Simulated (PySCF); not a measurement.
An unknown is described by computed data only.

Formula: C4H5F.

| Quantity | Value |
| --- | --- |
| Rotational structure | rotational constants A, B, C: 15.944, 3.164, 2.738 GHz [PBE0-D3(BJ)/def2-SVP] |
| 13C NMR | chemical shifts (computed TMS as zero) by class: 149.8 (1 C), 105.0 (1 C), 5.3 (1 C), 4.0 (1 C) ppm [GIAO PBE0/pcSseg-1] |
| XPS | C1s 290.6, C1s 291.1, C1s 291.2, C1s 292.6, F1s 692.8 eV [ΔSCF SCAN, pcX-2 on the ionised atom, pcseg-1 elsewhere, spin-free X2C] |
| Valence photoelectron | vertical ionisation energy: 9.55 eV [ΔSCF wB97X-D/def2-SVPD] |
| 1H NMR | chemical shifts (computed TMS as zero) by class: 7.17 (1 H), 1.27 (2 H), 1.25 (2 H) ppm [GIAO PBE0/pcSseg-1] |
| NMR, other nuclei | isotropic shieldings of nuclei other than C and H, by class: 299 (1 F) ppm [GIAO PBE0/pcSseg-1] |
| UV, first state | lowest singlet excitation: 7.18 eV (173 nm, f = 0.013) [TDDFT wB97X-D/def2-SVPD] |
| UV, strongest line | among the 10 lowest singlet transitions: S2 at 7.26 eV (171 nm, f = 0.422) [TDDFT wB97X-D/def2-SVPD] |
| Couplings | largest of the computed one-bond spin–spin couplings (means over like bonds): 19F–13C -337.5, 13C–1H +210.7, 13C–1H +172.1 (×2), 13C–1H +171.4 (×2), 13C–13C +132.0, 13C–13C +28.1, 13C–13C +26.3, 13C–13C +10.8 Hz [B3LYP/pcJ-1, spin–dipole term left out for some pairs] |

Electronic properties: PySCF, gas phase, density fitting. Levels stand in brackets. Geometry: PBE0-D3(BJ)/def2-SVP; no solvent, vibrations or thermal averaging. NMR classes are plain means over equivalent atoms (diastereotopic ones count apart unless rotation or inversion swaps them), as if these changed places fast.

**Question.** Give a SMILES that accounts for the data.

**Answer.** Numbering: `[F:1][CH:2]=[C:3]1[CH2:4][CH2:5]1`. Its formula, C4H5F, gives 2 degrees of unsaturation: 1 ring and 1 π bond in the structure found. 4 carbons fall into 4 classes; from least to most shielded: vinylic C–F carbon [C2] (149.8 ppm), fully substituted alkene carbon [C3] (105.0 ppm), allylic carbon [C5] (5.3 ppm), allylic carbon [C4] (4.0 ppm). Hydrogen classes from least to most shielded: 1 H on a vinylic C–F carbon, C2 (7.17 ppm), 2 H on an allylic carbon, C5 (1.27 ppm), 2 H on an allylic carbon, C4 (1.25 ppm). The other shieldings belong to: 299 ppm, vinyl fluorine [F1]. The couplings run between: -337.5 Hz, vinyl fluorine [F1] and vinylic C–F carbon [C2]; +210.7 Hz, vinylic C–F carbon [C2] and its hydrogen; +172.1 Hz, allylic carbon [C5] and its hydrogen (with 1 like pair); +171.4 Hz, allylic carbon [C4] and its hydrogen (with 1 like pair); +132.0 Hz, vinylic C–F carbon [C2] and fully substituted alkene carbon [C3]; +28.1 Hz, fully substituted alkene carbon [C3] and allylic carbon [C4]; +26.3 Hz, fully substituted alkene carbon [C3] and allylic carbon [C5]; +10.8 Hz, allylic carbon [C4] and allylic carbon [C5]. The core levels belong to: C1s 290.6 eV, fully substituted alkene carbon [C3]; C1s 291.1 eV, allylic carbon [C5]; C1s 291.2 eV, allylic carbon [C4]; C1s 292.6 eV, vinylic C–F carbon [C2]; F1s 692.8 eV, vinyl fluorine [F1]. The first electron is taken from the HOMO, whose largest Löwdin shares are 0.35 on the fully substituted alkene carbon, 0.32 on the vinylic C–F carbon, 0.15 on the vinyl fluorine and 0.05 on an allylic carbon. The optimised geometry has point group Cs and is an asymmetric top. Structure: `FC=C1CC1`. Computed isomers that give other values at the same levels: `C=CC(=C)F` (13C chemical shifts (computed TMS as zero) by class: 170.8 (1 C), 137.0 (1 C), 124.8 (1 C), 99.9 (1 C) ppm); `C#CCCF` (rotational constant A: 27.121 GHz; this holds for the one conformer computed); `F[C@]12C[C@H]1C2` (core binding energies: C1s 291.0, C1s 291.4 (×2), C1s 293.1, F1s 693.0 eV). The assignments are read from this structure; whether some other isomer fits the data as well wasn't checked.
